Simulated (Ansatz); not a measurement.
Process, species as SMILES: P#P (P2) + 3 [H][H] (H2) → 2 P (PH3)
B3LYP-D3(BJ)/def2-TZVP geometries, fixed; electronic energies without zero-point terms.
Largest species:
```
P
H 1 1.4188
H 1 1.4188 2 93.38
H 1 1.4188 2 93.38 3 93.59
```

Basis-set convergence of the energy of full hydrogenation at PBE with Ansatz (a program for electronic structure). Cartesian d functions, on some or all atoms, in 6-31G*, 6-31+G*, 6-311G**, 6-311+G**; all else is spherical. The program fits the integrals of some runs and decomposes those of others, by size. No added dispersion term, no relativity. Functions are those of the species that has most. Reference: the value in pcseg-4, -43.03 kcal/mol, itself unsure by roughly 0.12 kcal/mol (its mean distance from aug-pcseg-3, aug-cc-pV(Q+d)Z, cc-pV(5+d)Z). Deviations are taken from unrounded values.

| basis | functions | energy of full hydrogenation (kcal/mol) |
|---|---|---|
| def2-SVP | 36 | -47.63 |
| def2-SVPD | 48 | -50.23 |
| pcseg-1 | 36 | -44.61 |
| aug-pcseg-1 | 54 | -44.94 |
| 6-31G* | 38 | -40.88 |
| 6-31+G* | 46 | -41.96 |
| cc-pV(D+d)Z | 46 | -47.58 |
| aug-cc-pV(D+d)Z | 64 | -47.91 |
| 6-311G** | 54 | -44.83 |
| 6-311+G** | 62 | -43.16 |
| def2-TZVP | 74 | -42.86 |
| def2-TZVPD | 86 | -42.83 |
| pcseg-2 | 76 | -44.17 |
| aug-pcseg-2 | 119 | -43.20 |
| cc-pV(T+d)Z | 81 | -43.15 |
| aug-cc-pV(T+d)Z | 124 | -43.33 |
| def2-TZVPP | 84 | -43.50 |
| def2-TZVPPD | 99 | -43.29 |
| cc-pV(Q+d)Z | 154 | -43.21 |
| aug-cc-pV(Q+d)Z | 227 | -43.25 |
| def2-QZVPP | 160 | -42.98 |
| def2-QZVPPD | 175 | -42.91 |
| pcseg-3 | 163 | -43.24 |
| aug-pcseg-3 | 236 | -43.00 |

What the diffuse functions change, pair by pair:
- def2-SVP to def2-SVPD: 12 more functions, deviation -4.60 to -7.21 kcal/mol
- pcseg-1 to aug-pcseg-1: 18 more functions, deviation -1.58 to -1.91 kcal/mol
- 6-31G* to 6-31+G*: 8 more functions, deviation 2.15 to 1.07 kcal/mol
- cc-pV(D+d)Z to aug-cc-pV(D+d)Z: 18 more functions, deviation -4.55 to -4.88 kcal/mol
- 6-311G** to 6-311+G**: 8 more functions, deviation -1.81 to -0.13 kcal/mol
- def2-TZVP to def2-TZVPD: 12 more functions, deviation 0.17 to 0.19 kcal/mol
- pcseg-2 to aug-pcseg-2: 43 more functions, deviation -1.14 to -0.17 kcal/mol
- cc-pV(T+d)Z to aug-cc-pV(T+d)Z: 43 more functions, deviation -0.12 to -0.31 kcal/mol
- def2-TZVPP to def2-TZVPPD: 15 more functions, deviation -0.47 to -0.27 kcal/mol
- cc-pV(Q+d)Z to aug-cc-pV(Q+d)Z: 73 more functions, deviation -0.18 to -0.22 kcal/mol
- def2-QZVPP to def2-QZVPPD: 15 more functions, deviation 0.05 to 0.11 kcal/mol
- pcseg-3 to aug-pcseg-3: 73 more functions, deviation -0.22 to 0.03 kcal/mol

They bring the value nearer the reference by more than 0.12 kcal/mol in 5 of 12 pairs.
